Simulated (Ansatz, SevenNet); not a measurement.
Lattice parameter a (Å) of solids drawn from the class of elemental solids other than molecular ones, at two levels: the machine-learned potential SevenNet-0 (trained on PBE and PBE+U data), and r²SCAN (Ansatz, a first-principles code, PAW).

```json
[
 {"solid": "bcc W", "SevenNet-0": "3.190", "r²SCAN": "3.169", "shift (%)": "-0.66"},
 {"solid": "bcc Ba", "SevenNet-0": "5.036", "r²SCAN": "5.070", "shift (%)": "+0.68"},
 {"solid": "fcc Ni", "SevenNet-0": "3.505", "r²SCAN": "3.478", "shift (%)": "-0.77"},
 {"solid": "fcc Pb", "SevenNet-0": "5.038", "r²SCAN": "4.994", "shift (%)": "-0.87"},
 {"solid": "diamond-structure Si", "SevenNet-0": "5.463", "r²SCAN": "5.444", "shift (%)": "-0.35"},
 {"solid": "fcc Pt", "SevenNet-0": "3.979", "r²SCAN": "3.940", "shift (%)": "-0.98"},
 {"solid": "bcc Fe", "SevenNet-0": "2.846", "r²SCAN": "2.866", "shift (%)": "+0.70"},
 {"solid": "fcc Ir", "SevenNet-0": "3.878", "r²SCAN": "3.844", "shift (%)": "-0.88"},
 {"solid": "fcc Au", "SevenNet-0": "4.171", "r²SCAN": "4.125", "shift (%)": "-1.10"},
 {"solid": "fcc Rh", "SevenNet-0": "3.849", "r²SCAN": "3.800", "shift (%)": "-1.27"}
]
```

The shifts run from -1.27 % to +0.70 %, with a median of -0.82 %.

Over all 10 rows r²SCAN is the larger in 2.

Ansatz's runs of these crystals have no spin polarisation, but for fcc Ni, bcc Fe. Meta-GGA and hybrid levels favour moments, which can bear on fcc Ni, fcc Pt, bcc Fe, fcc Rh.

Density-functional runs with spin start from parallel moments for fcc Ni, parallel moments for bcc Fe.

Spin–orbit coupling is left out, also for the solids with elements from indium on (bcc W, bcc Ba, fcc Pb, fcc Pt, fcc Ir, fcc Au); its size isn't shown.

Ansatz's density-functional and Hartree–Fock values are scalar-relativistic unless marked +SOC, with PAW data made under PBE.
